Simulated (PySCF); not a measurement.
# Vertical excitation energies

Methyl thiocyanate, C2H3NS.
SMILES: `CSC#N`

Computed, not measured: TDDFT PBE0/def2-SVPD, vertical, gas phase, core orbitals frozen in the response in PySCF 2.14.0, density-fitted response routines. Isolated species at its PBE0-D3(BJ)/def2-SVP geometry, gas phase.

```tsv
state	E (eV)	ν̃ (cm⁻¹)	f	symmetry	main configurations (H = HOMO, L = LUMO)
S1	5.06	40810	0.0001	–	H→L (97%)
S2	6.50	52430	0.0024	A″	H→L+1 (94%)
S3	6.82	54990	0.017	A′	H→L+2 (60%), H-1→L (36%)
S4	7.10	57290	0.010	A″	H→L+3 (43%), H→L+4 (41%)
S5	7.54	60790	0.0030	A″	H→L+3 (52%), H→L+4 (41%)
S6	7.87	63450	0.0054	A″	H→L+5 (49%), H-3→L (27%), H-1→L+2 (15%)
S7	8.00	64510	0.0000	–	H→L+5 (43%), H-1→L+2 (22%), H-3→L (18%)
S8	8.04	64870	0.042	A′	H-2→L (77%), H→L+6 (11%)
S9	8.08	65140	0.133	A′	H→L+6 (55%), H-2→L (18%), H-1→L (14%)
S10	8.16	65840	0.0001	–	H-1→L+2 (56%), H-3→L (37%)
```

Triplets (Tamm–Dancoff): T1 4.64 eV, H→L (95%); T2 5.52 eV, H→L+2 (50%), H-1→L (32%); T3 5.91 eV, H-1→L (46%), H→L+2 (40%); T4 5.96 eV, H→L+1 (76%), H→L+4 (15%).

The lowest singlet lies at 5.06 eV (245 nm, ultraviolet) and is dark (f under 0.0005); its leading configuration is HOMO→LUMO (97%). The strongest level in the table is S9 at 8.08 eV (154 nm, f = 0.133). Löwdin shares by element: HOMO sulfur 54%, carbon 23%, nitrogen 19%; LUMO carbon 36%, sulfur 35%, nitrogen 21%. Of the 10 states listed, 4 reach f = 0.01 and 3 stay under 0.0005. Orbital energies (eV): HOMO-3 -10.75, HOMO-2 -10.46, HOMO-1 -9.62, HOMO -7.72, LUMO -0.91, LUMO+1 0.24, LUMO+2 0.59. The listed states span 3.10 eV, and the widest gap between neighbours is 1.44 eV (S1 to S2). The vertical ionisation energy (ΔSCF) is 9.99 eV, 1.83 eV above S10. Symmetry labels in Cs follow from the direction of the transition dipole and are given only for states with f of 0.002 or more. Only the lowest 10 singlets were computed, as vertical energies without vibronic structure.
